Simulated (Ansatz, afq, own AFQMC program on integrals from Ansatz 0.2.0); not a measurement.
BC, doublet in 6-31G, levels against full CI

```csv
atom,x (Å),y (Å),z (Å)
B,0.0000,0.0000,0.0000
C,0.0000,0.0000,2.0840
```

Basis 6-31G. Noble-gas cores (and the filled d shells of Ga–Kr and In–Xe) are frozen. Ansatz 0.2.0 and our own AFQMC program on the same integrals; the CISD trial comes from CCSD amplitudes, and released means the phaseless constraint is let go. ± is one standard error of the sampling.

Determinant: ROHF, the one that the program's search chose, which needn't be the lowest solution. The geometry is a point of a scan.

Full CI is exact in this basis; its frozen core comes from its own orbitals, which moves totals by up to a few meV.

Cautions: a spin-contaminated unrestricted determinant lies lower (UHF 811 meV lower, ⟨S²⟩ 1.89); the released energies are still falling, so no released level is given (meV from the phaseless value at times in 1/Eh: -18 ± 6 at 0.24, -24 ± 3 at 0.51, -27 ± 4 at 0.99, -35 ± 4 at 1.62, -47 ± 4 at 2.40); CCSDTQ on the UHF determinant differs (1.12 eV lower), perhaps since the unrestricted series falls towards higher spin; full CI with its own frozen core; a state of higher spin lies lower (by 1.12 eV).

```
T1 diagnostic                               : 0.0337
weight of the determinant in the CISD state : 0.854
size of the correlated space                : 7 electrons in 16 orbitals
```

| level | correlation energy (eV) |
| --- | --- |
| MP2 | -2.2440 |
| CCSD | -3.4148 |
| CCSD(T) | -3.5031 |

Q: Estimate where full CI lies against CCSD(T) in the same basis.

A: 1.49 kcal/mol below CCSD(T).

Reference: full CI, correlation energy -3.568 eV. CCSDTQ lies 1.1 meV above full CI, in part by the other frozen core, which shifts every row alike, so rows that close can't be ranked against it.

| level | E − E(reference) (kcal/mol) | share of correlation (%) |
| --- | --- | --- |
| CCSD(T) | 1.49 | 98.18 |
| CCSDT | 0.50 | 99.39 |
| CCSDT(Q) | 0.25 | 99.70 |
| CCSDTQ | 0.03 | 99.97 |
| ph-AFQMC/CISD | 1.32 ± 0.08 | 98.39 |

CCSDT and higher add their correlation energy to the determinant of the CCSD(T) run, since their own runs factorise the integrals more tightly (a shift of under 2 meV).
